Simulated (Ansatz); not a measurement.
System: rutile PbO2. Method: PBEsol (plane waves, PAW; Ansatz, an electronic-structure program).

Settings: plane-wave cutoff 520 eV, 12×12×16 k mesh (along the axes of the cell as run), Fermi–Dirac smearing 0.05 eV, scalar-relativistic PAW data made under PBE.

Energies at three volumes about the minimum:

| V (Å³/atom) | E − E_lowest (meV/atom) |
|---|---|
| 13.921 | 2.33 |
| 14.205 | 0.00 |
| 14.489 | 2.11 |

Q: Fit a parabola by hand: where is the minimum, and what is the bulk modulus?

A: Slopes: (0.00 − 2.33)/(14.205 − 13.921) = -8.204 and (2.11 − 0.00)/(14.489 − 14.205) = 7.430 meV/Å³. Curvature E″ = 2 × (7.430 − (-8.204))/(14.489 − 13.921) = 55.049 meV/Å⁶. From the middle of the first interval, the slope vanishes at V0 = 14.0630 − (-8.204)/55.049 = 14.212 Å³/atom. B = V0 E″ = 14.212 × 55.049 meV/Å³ × 0.1602 GPa per meV/Å³ = 125 GPa. The full Birch–Murnaghan fit to all volumes gives V0 = 14.206 Å³/atom and B0 = 125 GPa.

Shape and atoms are relaxed at each volume.
